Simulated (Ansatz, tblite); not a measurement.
# GaI3: removing an electron

The task here is to estimate one member of a computed series from the others.

Program: Ansatz 0.2.0, Gaussian basis. Level of theory: as each input shows. These are calculated values, not measurements.

Levels to be run: charge +1 doublet, at the geometry of the singlet (PBE0-D4/def2-TZVP, PBE-D4/def2-TZVP, r2SCAN-D4/def2-TZVP, B2PLYP/def2-TZVP, B97M-V/def2-TZVP, LDA/def2-TZVP, r2SCAN0-D4/def2-TZVP, BHLYP-D4/def2-TZVP, CCSD(T)/def2-SVP); the starting singlet's energies come from earlier runs.

1 further run of the same task is left out (it didn't finish).

## The geometry

The geometry is that of the singlet, from an earlier relaxation (r2SCAN-D4/def2-SVP).

4 atoms, charge 0, spin multiplicity 1.

Atoms are counted from 1 here; the program's logs count them from 0.

Bond lengths: Ga1–I2 2.475 Å, Ga1–I3 2.475 Å, Ga1–I4 2.475 Å. Angles: I2–Ga1–I3 120.0°, I2–Ga1–I4 120.0°, I3–Ga1–I4 120.0°.

I takes a core potential in the def2 sets. No spin-orbit coupling is included.

The first run:

The input, in.yaml:

```yaml
crystal:
  periodic: [false, false, false]
  atoms:
    - {symbol: Ga, position_ang: [0.000100, 0.000039, 0.000033]}
    - {symbol: I, position_ang: [2.474721, -0.027278, 0.012784]}
    - {symbol: I, position_ang: [-1.213885, 2.156586, -0.017034]}
    - {symbol: I, position_ang: [-1.260936, -2.129336, 0.004228]}
basis:
  gaussian: {orbitals: def2-SVP}
total_charge: 1
magnetization: {spin_polarized: true, initial_magnetization: 1}
hamiltonian: {xc: pbe0, dispersion: d4}
output: {orbitals: {seedname: orbitals}}
```

Launch:

```
> ansatz run in.yaml --threads 2 --pin off --events-out ev --progress --plain --max-ram 4352MiB
```

Among the steps run: Charge +1 doublet at the fixed geometry, first pass, PBE0-D4/def2-SVP; Charge +1 doublet at the fixed geometry, PBE0-D4/def2-TZVP; Charge +1 doublet at the fixed geometry, PBE-D4/def2-TZVP; Charge +1 doublet at the fixed geometry, r2SCAN-D4/def2-TZVP; Charge +1 doublet at the fixed geometry, B2PLYP/def2-TZVP; Charge +1 doublet at the fixed geometry, B97M-V/def2-TZVP; Charge +1 doublet at the fixed geometry, LDA/def2-TZVP; Charge +1 doublet at the fixed geometry, r2SCAN0-D4/def2-TZVP; Charge +1 doublet at the fixed geometry, BHLYP-D4/def2-TZVP; Charge +1 doublet at the fixed geometry, CCSD(T)/def2-SVP.

One of the session's tables, all rows but one given; the rest of the session is left out.

It belongs to the step «Vertical ionisation energy». Beside −ε(HOMO) of the starting state:

| level | −ε(HOMO) (eV) | by difference (eV) | mismatch (eV) |
| --- | --- | --- | --- |
| LDA/def2-TZVP | 6.81 | 9.17 | -2.36 |
| PBE-D4/def2-TZVP | 6.64 | 8.97 | -2.33 |
| r2SCAN-D4/def2-TZVP | 6.95 | 9.22 | -2.27 |
| B97M-V/def2-TZVP | 6.91 | 9.09 | -2.17 |
| PBE0-D4/def2-TZVP | ? | ? | ? |
| r2SCAN0-D4/def2-TZVP | 7.98 | 9.60 | -1.62 |
| BHLYP-D4/def2-TZVP | 8.72 | 9.73 | -1.01 |

Q: Estimate the row for PBE0-D4/def2-TZVP from the others.

**Answer.** −ε(HOMO) (eV): 7.78; by difference (eV): 9.44; mismatch (eV): -1.67. In the column «−ε(HOMO) (eV)» it lies between r2SCAN-D4/def2-TZVP (6.95) and r2SCAN0-D4/def2-TZVP (7.98).
